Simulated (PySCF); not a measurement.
How methods differ on the electron affinity of Li

Li⁻ [He] 2s2 (1S) → Li [He] 2s1 (2S), as a difference of total energies. Computed with PySCF 2.14 in aug-cc-pCVTZ (7s6p4d2f, 59 functions), with no relativity, point nucleus. Correlated levels: valence: 1s2 frozen; valence and next inner shell: nothing frozen. The calculations carry no spin-orbit coupling.

```json
{"method": "UHF", "electron affinity (eV)": "-0.124", "error (eV)": "-0.742"}
{"method": "LDA", "electron affinity (eV)": "0.588", "error (eV)": "-0.030"}
{"method": "PBE", "electron affinity (eV)": "0.510", "error (eV)": "-0.108"}
{"method": "PBE0", "electron affinity (eV)": "0.493", "error (eV)": "-0.125"}
{"method": "r2SCAN", "electron affinity (eV)": "0.449", "error (eV)": "-0.169"}
{"method": "BLYP", "electron affinity (eV)": "0.455", "error (eV)": "-0.163"}
{"method": "wB97X", "electron affinity (eV)": "0.471", "error (eV)": "-0.147"}
{"method": "TPSSh", "electron affinity (eV)": "0.573", "error (eV)": "-0.045"}
{"method": "M06-2X", "electron affinity (eV)": "0.502", "error (eV)": "-0.116"}
{"method": "MP2 (valence)", "electron affinity (eV)": "0.351", "error (eV)": "-0.267"}
{"method": "SCS-MP2 (valence)", "electron affinity (eV)": "0.446", "error (eV)": "-0.172"}
{"method": "MP2 (valence and next inner shell)", "electron affinity (eV)": "0.354", "error (eV)": "-0.264"}
{"method": "SCS-MP2 (valence and next inner shell)", "electron affinity (eV)": "0.448", "error (eV)": "-0.170"}
```

Reference: 0.618 eV (measured; photodetachment measurements, as compiled on the Wikipedia data page of electron affinities).

Errors of the correlated levels include the incompleteness of this basis and the frozen core.

A negative affinity means that the anion lies above the atom at that level of theory.

In the anion the highest occupied orbital energy is positive at LDA, PBE, PBE0, r2SCAN, BLYP, TPSSh, M06-2X, a self-interaction effect; the basis confines that electron, and the energy difference can still be sensible.
